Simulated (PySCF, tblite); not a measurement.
**3-methylisothiazole (C₄H₅NS): isotopologues and vibrational averages**

How do isotopes change the rotational constants and shieldings of 3-methylisothiazole (C₄H₅NS) (`Cc1ccsn1`)?

Programs: PySCF 2.14.0 with density-fitted response routines of our own, and tblite 0.8.0. All values are computed, except where a source is named. Atoms count from 0 throughout.

## Step 1: The molecule as given

11 atoms, charge 0, multiplicity 1; geometry from: force field or distance geometry start.

Bonds of the start (Å): C0–C1 1.45, C0–H6 1.13, C0–H7 1.10, C0–H8 1.12, C1–C2 1.41, C1–N5 1.32, C2–C3 1.35, C2–H9 1.10, C3–H10 1.08, C3–S4 1.83, S4–N5 1.71.

## Step 2: GFN2-xTB relaxation, lowest of a short conformer search

Job settings and geometry (Å):

```
{"job": {"xc": "GFN2-xTB", "basis": "xTB", "kind": "relax"}, "charge": 0, "multiplicity": 1}
C     -1.665700    -0.117700     0.229100
C     -0.281100     0.300000     0.081700
C      0.748900    -0.590300    -0.269600
C      1.965600    -0.022700    -0.361100
S      1.836600     1.703300     0.238500
N      0.143900     1.512100     0.404100
H     -2.215200     0.657200     0.841600
H     -2.117100    -0.106700    -0.772300
H     -1.755100    -1.145200     0.664600
H      0.490300    -1.621300    -0.537700
H      2.870500    -0.558100    -0.622700
```

Launch:

```console
> OMP_NUM_THREADS=1 python ens_run.py task.json out
```

The driver reads the study from task.json and runs its stages one after another.

Log:

```text
step      E/eV     max force
  0    -469.41906    3.223
  1    -469.66821    1.744
  2    -469.76294    0.785
  3    -469.79258    0.528
  4    -469.81639    0.430
  5    -469.82644    0.383
  6    -469.83609    0.218
  7    -469.84098    0.168
  8    -469.84384    0.110
  9    -469.84550    0.129
 10    -469.84738    0.115
 11    -469.84918    0.132
 12    -469.85055    0.129
 13    -469.85157    0.114
 14    -469.85272    0.107
 15    -469.85410    0.105
 16    -469.85529    0.094
 17    -469.85594    0.057
 18    -469.85624    0.040
 19    -469.85638    0.034
 20    -469.85647    0.022
 21    -469.85652    0.018
 22    -469.85656    0.018
 23    -469.85659    0.016
 24    -469.85661    0.013
 25    -469.85663    0.013
 26    -469.85665    0.016
 27    -469.85668    0.016
 28    -469.85670    0.016
 29    -469.85672    0.018
 30    -469.85675    0.021
 31    -469.85681    0.029
 32    -469.85691    0.038
 33    -469.85706    0.041
 34    -469.85721    0.039
 35    -469.85736    0.045
 36    -469.85759    0.057
 37    -469.85790    0.070
 38    -469.85831    0.077
 39    -469.85877    0.067
 40    -469.85920    0.055
 41    -469.85952    0.037
 42    -469.85959    0.072
 43    -469.85976    0.049
 44    -469.85987    0.023
 45    -469.85995    0.020
 46    -469.86001    0.016
 47    -469.86005    0.017
 48    -469.86007    0.011
 49    -469.86009    0.009
 50    -469.86010    0.007
 51    -469.86010    0.006
 52    -469.86010    0.003
```

Wall time 0.13 s (1 thread of AMD EPYC 9R45, shared host).

Relaxing gained 0.441 eV and moved the atoms by 0.17 Å on average (rms).

## Step 3: Tight optimisation and Hessian

Job settings and geometry (Å):

```
{"job": {"xc": "B3LYP", "basis": "pcSseg-1", "grid": 2, "temperatures": [298.15, 400], "kind": "geom"}, "charge": 0, "multiplicity": 1}
C     -1.700417    -0.077344     0.239023
C     -0.252401     0.253694     0.131156
C      0.742816    -0.625058    -0.368684
C      1.962006    -0.020768    -0.339332
S      1.797532     1.564480     0.294594
N      0.186673     1.427277     0.507711
H     -2.240628     0.770933     0.648650
H     -2.102200    -0.320247    -0.743741
H     -1.840593    -0.941325     0.887169
H      0.551843    -1.622846    -0.717796
H      2.917066    -0.398116    -0.642607
```

Log:

```text
step   0  E = -16553.8244172 eV  max force = 1.26916
step   1  E = -16553.8861797 eV  max force = 0.10936
step   2  E = -16553.8867947 eV  max force = 0.01034
step   3  E = -16553.8868003 eV  max force = 0.00156
step   4  E = -16553.8868005 eV  max force = 0.00028
step   5  E = -16553.8868005 eV  max force = 0.00028
step   6  E = -16553.8868005 eV  max force = 0.00027
harmonic wavenumbers (cm-1): 90.6 246.9 339.1 476.7 570.2 646.3 680.5 757.3 788.3 829.3 902.0 942.4 1011.2 1055.0 1093.3 1235.5 1384.6 1409.3 1415.0 1474.9 1475.1 1567.4 3024.3 3081.8 3132.0 3202.1 3230.3
```

Run time: 6.7 min. Hardware: 1 thread of AMD EPYC 9R45, shared host; peak memory 0.67 GiB.

## Step 4: Displacements along the modes, parent

Job settings and geometry (Å):

```
{"job": {"xc": "B3LYP", "basis": "pcSseg-1", "grid": 2, "temperatures": [298.15, 400], "kind": "vib", "mass_numbers": [12, 12, 12, 12, 32, 14, 1, 1, 1, 1, 1]}, "charge": 0, "multiplicity": 1}
C     -1.710614    -0.079417     0.239879
C     -0.253422     0.266054     0.133603
C      0.757933    -0.617548    -0.369019
C      1.984012    -0.020880    -0.341876
S      1.825897     1.574611     0.292902
N      0.161226     1.454912     0.519525
H     -2.264075     0.765930     0.654147
H     -2.127472    -0.324962    -0.744210
H     -1.860150    -0.950510     0.888962
H      0.571423    -1.625782    -0.723173
H      2.936939    -0.431726    -0.654596
```

Log:

```text
mode    cm-1    km/mol   phi_rrr   E(+)/cm-1  E(-)/cm-1
  1     90.61     0.10      14.0     161.10     160.53
  2    246.90     7.30      -0.7      44.90      44.79
  3    339.14     5.14      -9.0      61.10      61.65
  4    476.70     3.81      -0.1      85.97      85.78
  5    570.23     0.41     -62.3     100.43     104.90
  6    646.31     2.22      -0.0     116.66     116.37
  7    680.50     0.04     -33.5     121.29     123.74
  8    757.32    60.51      -1.1     139.55     139.56
  9    788.31     9.67    -110.0     138.19     146.08
 10    829.30    22.81     157.0     155.13     143.77
 11    902.05     0.07      -0.1     164.26     164.56
 12    942.36     0.28     -72.2     167.28     172.39
 13   1011.19     8.57      37.5     183.77     181.02
 14   1055.03     3.04       0.5     190.30     190.48
 15   1093.27     8.72      14.0     197.90     196.94
 16   1235.47     0.15      13.2     223.14     222.13
 17   1384.58     5.74     -54.4     247.32     251.29
 18   1409.32     0.38     145.0     259.11     248.68
 19   1414.96    33.39     -44.1     253.23     256.44
 20   1474.90    14.81     -51.7     263.66     267.40
 21   1475.14    10.62      22.1     266.37     264.84
 22   1567.37    22.91      -2.5     282.26     282.44
 23   3024.28    16.06   -1125.2     505.95     586.86
 24   3081.76    11.29       1.8     557.73     557.69
 25   3132.04     3.43   -1486.6     514.71     621.46
 26   3202.06     0.74   -1571.3     524.47     637.27
 27   3230.28     0.39    1706.7     647.16     524.61
```

Wall time 8.1 min (1 thread of AMD EPYC 9R45, shared host); peak memory 0.74 GiB.

## Step 5: Displacements along the modes, 2H at atom 10

The job, as its differences from that of step 4:

```diff
@@ -1,2 +1,2 @@
-{"job": {"xc": "B3LYP", "basis": "pcSseg-1", "grid": 2, "temperatures": [298.15, 400], "kind": "vib", "mass_numbers": [12, 12, 12, 12, 32, 14, 1, 1, 1, 1, 1]}, "charge": 0, "multiplicity": 1}
+{"job": {"xc": "B3LYP", "basis": "pcSseg-1", "grid": 2, "temperatures": [298.15, 400], "kind": "vib", "mass_numbers": [12, 12, 12, 12, 32, 14, 1, 1, 1, 1, 2]}, "charge": 0, "multiplicity": 1}
 C     -1.710614    -0.079417     0.239879
```

Log:

```text
mode    cm-1    km/mol   phi_rrr   E(+)/cm-1  E(-)/cm-1
  1     90.56     0.11     -14.1     161.23     161.80
  2    243.77     7.14       0.8      44.23      44.34
  3    336.80     5.17       9.1      61.23      60.67
  4    451.26     1.03       0.0      81.22      81.42
  5    569.79     0.46      60.9     104.77     100.40
  6    618.94    36.34      -0.9     113.29     113.26
  7    648.48     0.20      -0.0     116.74     117.01
  8    662.81     0.37     -33.2     118.14     120.60
  9    748.07     8.44     -43.5     133.22     136.41
 10    798.10    18.28    -155.2     138.34     149.54
 11    851.33     3.99     -98.3     149.95     157.00
 12    865.79    12.88       0.1     159.20     159.48
 13    983.16     4.70      57.0     179.34     175.31
 14   1031.59     5.37      60.3     188.00     183.61
 15   1054.98     2.84       0.5     190.29     190.47
 16   1197.21     2.20     -29.3     214.87     217.02
 17   1368.12     8.49      71.3     248.90     243.72
 18   1401.94     2.41     -99.0     248.98     256.08
 19   1411.39    28.17       2.1     254.28     254.11
 20   1473.39    15.91      55.3     267.26     263.24
 21   1475.14    10.64      -3.5     265.51     265.70
 22   1560.15    24.26      48.4     282.79     279.30
 23   2390.30     0.13   -1199.9     390.05     476.24
 24   3024.28    16.04   -1125.2     505.95     586.86
 25   3081.76    11.29       1.8     557.73     557.69
 26   3132.04     3.43   -1486.7     514.71     621.46
 27   3205.31     0.85   -1958.1     512.27     652.80
```

Run time: 8.5 min. Hardware: 1 thread of AMD EPYC 9R45, shared host; peak memory 0.74 GiB.

## Step 6: Vibrational averages by isotopologue

Job settings and geometry (Å):

```
{"job": {"xc": "B3LYP", "basis": "pcSseg-1", "grid": 2, "temperatures": [298.15, 400], "kind": "iso"}, "charge": 0, "multiplicity": 1}
C     -1.710614    -0.079417     0.239879
C     -0.253422     0.266054     0.133603
C      0.757933    -0.617548    -0.369019
C      1.984012    -0.020880    -0.341876
S      1.825897     1.574611     0.292902
N      0.161226     1.454912     0.519525
H     -2.264075     0.765930     0.654147
H     -2.127472    -0.324962    -0.744210
H     -1.860150    -0.950510     0.888962
H      0.571423    -1.625782    -0.723173
H      2.936939    -0.431726    -0.654596
```

Log:

```text
parent
  Be/MHz 6990.803 2607.812 1922.092
  B0/MHz 6940.34 2591.935 1909.451
  ZPE/cm-1 18030.7
  <sigma>(0 K)/ppm 154.952 3.829 48.592 16.143 31.297 -104.835 28.067 28.377 28.373 24.262 22.832
2H at atom 10
  Be/MHz 6638.984 2568.338 1873.57
  B0/MHz 6593.068 2552.656 1861.374
  ZPE/cm-1 17338.2
  <sigma>(0 K)/ppm 154.952 3.814 48.739 16.438 32.112 -104.479 28.067 28.378 28.373 24.263 22.899
```

Wall time 24 min (1 thread of AMD EPYC 9R45, shared host); peak memory 0.74 GiB. This counts the whole study up to here.

Rotational constants (MHz) at equilibrium and in the ground state:

```tsv
isotopologue	Be	B0	zero-point change (cm⁻¹)
parent	6990.8, 2607.8, 1922.1	6940.3, 2591.9, 1909.5	0.0
2H at atom 10	6639.0, 2568.3, 1873.6	6593.1, 2552.7, 1861.4	-692.5
```

Shieldings of the first species (ppm): at equilibrium, the vibrational parts at 0 K, and the averages:

```tsv
atom	equilibrium	anharmonic	harmonic	0 K	298.15 K	400 K
C0	159.09	2.87	-7.00	154.95	153.92	153.44
C1	6.70	-1.16	-1.71	3.83	3.41	3.11
C2	52.40	-1.21	-2.60	48.59	47.90	47.48
C3	20.12	-1.51	-2.47	16.14	16.00	15.79
S4	52.95	-8.12	-13.54	31.30	23.97	19.60
N5	-95.06	-4.22	-5.56	-104.83	-106.15	-107.33
H6	28.74	0.45	-1.12	28.07	27.93	27.87
H7	29.02	0.49	-1.14	28.38	28.28	28.24
H8	29.02	0.49	-1.14	28.37	28.27	28.22
H9	24.64	-0.09	-0.28	24.26	24.28	24.28
H10	23.20	-0.10	-0.27	22.83	22.83	22.82
```

Isotope effects on the shieldings at 0 K (ppb; positive means more shielded):

```tsv
atom	2H at atom 10
C0	0
C1	-15
C2	147
C3	295
S4	816
N5	355
H6	0
H7	0
H8	0
H9	1
H10	66
```

## Step 7: Tight optimisation and Hessian, delta 0.3; conv 1e-11

Job settings and geometry (Å):

```
{"job": {"xc": "B3LYP", "basis": "pcSseg-1", "grid": 2, "temperatures": [298.15, 400], "delta": 0.3, "conv": 1e-11, "kind": "geom"}, "charge": 0, "multiplicity": 1}
C     -1.700417    -0.077344     0.239023
C     -0.252401     0.253694     0.131156
C      0.742816    -0.625058    -0.368684
C      1.962006    -0.020768    -0.339332
S      1.797532     1.564480     0.294594
N      0.186673     1.427277     0.507711
H     -2.240628     0.770933     0.648650
H     -2.102200    -0.320247    -0.743741
H     -1.840593    -0.941325     0.887169
H      0.551843    -1.622846    -0.717796
H      2.917066    -0.398116    -0.642607
```

Log:

```text
step   0  E = -16553.8244172 eV  max force = 1.26917
step   1  E = -16553.8861796 eV  max force = 0.10932
step   2  E = -16553.8867947 eV  max force = 0.01036
step   3  E = -16553.8868003 eV  max force = 0.00156
step   4  E = -16553.8868005 eV  max force = 0.00028
step   5  E = -16553.8868005 eV  max force = 0.00028
step   6  E = -16553.8868005 eV  max force = 0.00027
harmonic wavenumbers (cm-1): 90.6 246.9 339.1 476.7 570.2 646.3 680.6 757.3 788.3 829.3 902.0 942.5 1011.2 1055.0 1093.3 1235.5 1384.5 1409.3 1415.0 1474.9 1475.1 1567.4 3024.5 3081.8 3132.1 3202.2 3230.3
```

Wall time 8.4 min (1 thread of AMD EPYC 9R45, shared host); peak memory 0.67 GiB.

## Step 8: Displacements along the modes, delta 0.3; conv 1e-11; parent

Job settings and geometry (Å):

```
{"job": {"xc": "B3LYP", "basis": "pcSseg-1", "grid": 2, "temperatures": [298.15, 400], "delta": 0.3, "conv": 1e-11, "kind": "vib", "mass_numbers": [12, 12, 12, 12, 32, 14, 1, 1, 1, 1, 1]}, "charge": 0, "multiplicity": 1}
C     -1.710615    -0.079417     0.239879
C     -0.253422     0.266054     0.133603
C      0.757933    -0.617548    -0.369019
C      1.984012    -0.020880    -0.341876
S      1.825897     1.574611     0.292902
N      0.161227     1.454913     0.519525
H     -2.264075     0.765930     0.654147
H     -2.127472    -0.324962    -0.744210
H     -1.860150    -0.950510     0.888962
H      0.571423    -1.625782    -0.723173
H      2.936939    -0.431726    -0.654595
```

Log:

```text
mode    cm-1    km/mol   phi_rrr   E(+)/cm-1  E(-)/cm-1
  1     90.62     0.12      41.3      13.53      13.67
  2    246.90     7.30      -0.9      11.18      11.10
  3    339.14     5.14      -9.1      15.27      15.30
  4    476.69     3.81      -0.1      21.51      21.41
  5    570.24     0.41     -62.3      25.38      25.94
  6    646.31     2.22      -0.0      29.17      29.03
  7    680.57     0.04     -33.4      30.46      30.79
  8    757.32    60.66      -1.6      34.30      34.27
  9    788.31     9.62    -109.6      34.99      35.98
 10    829.34    22.82     157.0      38.05      36.61
 11    902.04     0.06      -0.2      40.65      40.80
 12    942.47     0.28     -72.1      42.12      42.72
 13   1011.22     8.52      37.4      45.71      45.35
 14   1055.03     3.05       0.5      47.46      47.56
 15   1093.28     8.73      13.7      49.29      49.18
 16   1235.47     0.15      13.2      55.69      55.54
 17   1384.50     5.73     -54.4      62.05      62.57
 18   1409.33     0.39     145.7      64.09      62.78
 19   1414.99    33.35     -44.1      63.47      63.89
 20   1474.90    14.72     -52.4      66.14      66.62
 21   1475.14    10.54      20.9      66.47      66.31
 22   1567.41    22.91      -2.7      70.53      70.56
 23   3024.45    16.05   -1122.9     131.17     141.27
 24   3081.76    11.31       1.6     138.85     138.87
 25   3132.06     3.43   -1479.9     134.55     147.87
 26   3202.19     0.73   -1564.2     137.33     151.40
 27   3230.33     0.39    1698.5     153.28     137.99
```

It took 8.2 min on 1 thread of AMD EPYC 9R45, shared host; peak memory 0.74 GiB.

## Step 9: Displacements along the modes, delta 0.3; conv 1e-11; 2H at atom 10

The job, as its differences from that of step 8:

```diff
@@ -1,2 +1,2 @@
-{"job": {"xc": "B3LYP", "basis": "pcSseg-1", "grid": 2, "temperatures": [298.15, 400], "delta": 0.3, "conv": 1e-11, "kind": "vib", "mass_numbers": [12, 12, 12, 12, 32, 14, 1, 1, 1, 1, 1]}, "charge": 0, "multiplicity": 1}
+{"job": {"xc": "B3LYP", "basis": "pcSseg-1", "grid": 2, "temperatures": [298.15, 400], "delta": 0.3, "conv": 1e-11, "kind": "vib", "mass_numbers": [12, 12, 12, 12, 32, 14, 1, 1, 1, 1, 2]}, "charge": 0, "multiplicity": 1}
 C     -1.710615    -0.079417     0.239879
```

The job wrote nothing.

It took 5.7 min on 1 thread of AMD EPYC 9R45, shared host.

The run was cut off by its time limit and gave no result.

## Step 10: Vibrational averages by isotopologue, second settings

Job settings and geometry (Å):

```
{"job": {"xc": "B3LYP", "basis": "pcSseg-1", "grid": 2, "temperatures": [298.15, 400], "delta": 0.3, "conv": 1e-11, "kind": "iso"}, "charge": 0, "multiplicity": 1}
C     -1.710615    -0.079417     0.239879
C     -0.253422     0.266054     0.133603
C      0.757933    -0.617548    -0.369019
C      1.984012    -0.020880    -0.341876
S      1.825897     1.574611     0.292902
N      0.161227     1.454913     0.519525
H     -2.264075     0.765930     0.654147
H     -2.127472    -0.324962    -0.744210
H     -1.860150    -0.950510     0.888962
H      0.571423    -1.625782    -0.723173
H      2.936939    -0.431726    -0.654595
```

Log:

```text
parent
  Be/MHz 6990.804 2607.812 1922.092
  B0/MHz 6941.477 2591.969 1909.479
  ZPE/cm-1 18031.0
  <sigma>(0 K)/ppm 155.274 3.838 48.616 16.152 31.115 -104.848 28.095 28.410 28.400 24.265 22.834
isotopologue 2H at atom 10: timeout
```

Wall time 23 min (1 thread of AMD EPYC 9R45, shared host). This counts the runs that the step sums up.

The study is incomplete.

## Step 11: What came out

| quantity | value |
| --- | --- |
| point group | Cs |
| B0 of the first species | 6940.3, 2591.9, 1909.5 MHz |
| zero-point energy | 18031 cm⁻¹ |
| zero-point change of σ(S4) | -21.66 ppm |
| stages that failed or stayed incomplete | 2 |

What this shows: Zero-point motion changes the shielding of S4 most, by -21.66 ppm. The largest secondary isotope effect is 816 ppb on S4, 2 bonds from the change (2H at atom 10). The job flags a low mode; perturbation theory is less sure for low modes. Internal rotors are held in one well.
